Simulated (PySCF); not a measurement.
Compound: CH₈BP.
Atom-mapped SMILES: `[CH3:1][BH2-:2][PH3+:3]` (hydrogens: H4, H5, H6 on C1; H7, H8 on B2; H9, H10, H11 on P3)

Method: PBE0-D3(BJ)/def2-SVP geometry optimisation, gas phase (PySCF 2.14.0); density fitting, grid level 1; the optimiser is geomeTRIC in internal coordinates, started from a GFN2-xTB structure with every atom displaced at random (about 0.01 Å).

Geometry at step 0:
```
atom  x, y, z in Å
C1     -1.3133    0.5522    0.0367
B2     -0.3869   -0.7017    0.3880
P3      1.3482   -0.1653   -0.2356
H4     -2.3265    0.3912    0.3367
H5     -1.0210    1.4854    0.5273
H6     -1.3654    0.7989   -1.0391
H7     -0.2309   -0.9041    1.5581
H8     -0.6102   -1.6850   -0.2310
H9      1.5252    0.1770   -1.5424
H10     1.9308    0.9903    0.2966
H11     2.4880   -0.9647   -0.1110
```

**Question.** What forces act on the atoms?

**Answer.** 
```
atom  Fx (eV/Å)  Fy (eV/Å)  Fz (eV/Å)
  C1      0.554      0.660     -0.707
  B2     -0.072      0.616      0.030
  P3      0.238     -0.250      1.002
  H4     -1.142     -0.384      0.395
  H5      0.174      0.265      0.256
  H6      0.015     -0.114     -0.050
  H7      0.188     -0.144      0.566
  H8     -0.126     -0.847     -0.492
  H9     -0.076      0.260     -1.443
 H10     -0.024      0.440      0.336
 H11      0.271     -0.501      0.106
```

The largest, 1.47 eV/Å, acts on H9; the rms over all components is 0.513 eV/Å. The forces sum to zero within rounding, as they must for an isolated molecule in no field.

**Question.** Give the force on H9 in Eh/bohr and in nN.

**Answer.** 1.468 eV/Å ÷ 51.422 = 0.02855 Eh/bohr, and 1.468 eV/Å × 1.602 = 2.35 nN.

**Question.** How far is this geometry from the end of the optimisation?

**Answer.** 0.166 eV above it, and 0.126 Å rms away after alignment. The bonds farthest from their final lengths, with half the difference of the two atoms' forces along the bond (positive lengthens):

```
  bond  now (Å)  final (Å)  force along bond (eV/Å)
 P3–H9    1.362      1.419                    +1.22
 B2–H8    1.183      1.228                    +0.75
 C1–H4    1.069      1.103                    +1.04
 B2–H7    1.198      1.228                    +0.34
 B2–P3    1.920      1.949                    -0.14
P3–H10    1.399      1.419                    +0.10
```

The angle farthest from its final value is B2–P3–H11, 123.2° against 116.3°.

Of the 6 listed bonds off by 0.010 Å or more, this force points towards the final length in 5.

What follows is the cost of the whole optimisation. Time: 14 s wall; peak memory 0.36 GiB. Hardware: one thread of an Arm Neoverse V1, no GPU, shared host with 32 logical CPUs at a one-minute load of 15.
